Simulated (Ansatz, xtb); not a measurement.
**Relative energy of two structures of H2O2P+**

Structure a: `O=[PH+]O`, a singlet. Structure b: a singlet given by its coordinates. Both are isolated ions in the gas phase, relaxed with B3LYP-D4/def2-TZVP; the shapes shown needn't be the lowest conformers.

a (Å):

```xyz
5

O    -0.3620   -0.8383   -0.1257
O    -0.4691    0.4048    2.2494
P    -0.4799    0.3100    0.7270
H    -0.6355    1.6283    0.2797
H    -0.3731   -0.3687    2.8434
```

b (Å):

```xyz
5

O     1.4408    0.5165   -0.5215
O    -0.9404   -0.2052    0.3877
P     0.4482    1.1900    0.2722
H    -0.8110   -1.0696   -0.0463
H    -1.7984   -0.1563    0.8469
```

Close contacts (Å): O1–P3 1.44, O2–P3 1.97, O2–H4 0.98, O2–H5 0.97.

Quicker runs give these differences E(b) − E(a): GFN2-xTB −37.0 kJ/mol; HF/STO-3G −313.3 kJ/mol (at GFN2-xTB geometries); r2SCAN-D4/def2-SVP −63.2 kJ/mol (at GFN2-xTB geometries).

**Question.** Estimate E(b) − E(a) at the level CCSD(T)/def2-TZVPP.

**Answer.** Calculated at CCSD(T)/def2-TZVPP: E(b) − E(a) = −42.6 kJ/mol, so structure b lies lower.

The same difference at several levels:

| level | geometry | E(b) − E(a) (kJ/mol) | departure from the last row (kJ/mol) | job, with rough time for the two |
| --- | --- | --- | --- | --- |
| GFN2-xTB | GFN2-xTB | −37.0 | +5.7 | optimisation, 0.1 s |
| HF/STO-3G | GFN2-xTB | −313.3 | −270.7 | single point, 0.12 s |
| r2SCAN-D4/def2-SVP | GFN2-xTB | −63.2 | −20.5 | single point, 0.8 s |
| B3LYP-D4/def2-TZVP | B3LYP-D4/def2-TZVP | −43.6 | −1.0 | optimisation, 8.4 s |
| HF/def2-TZVPP | B3LYP-D4/def2-TZVP | −28.0 | +14.6 | part of the CCSD(T) run |
| MP2/def2-TZVPP | B3LYP-D4/def2-TZVP | −35.2 | +7.4 | part of the CCSD(T) run |
| CCSD(T)/def2-TZVPP | B3LYP-D4/def2-TZVP | −42.6 |  | single point, 7.5 s |

The levels shown agree on the order. The largest departure from CCSD(T)/def2-TZVPP is that of HF/STO-3G, 270.7 kJ/mol.

With harmonic frequencies from B3LYP-D4/def2-TZVP (ideal gas, rigid rotor, one conformer each, 400 K, 1 atm): on the last row, ΔE + ΔZPE = −41.4, ΔH = −37.7, ΔG = −46.7 kJ/mol.

The correlated steps freeze 7 core orbitals. Codes used: Ansatz 0.2.0, xtb 6.7.1; the last row on 2 threads of Intel(R) Xeon(R) 6975P-C (Granite Rapids) on a shared host.
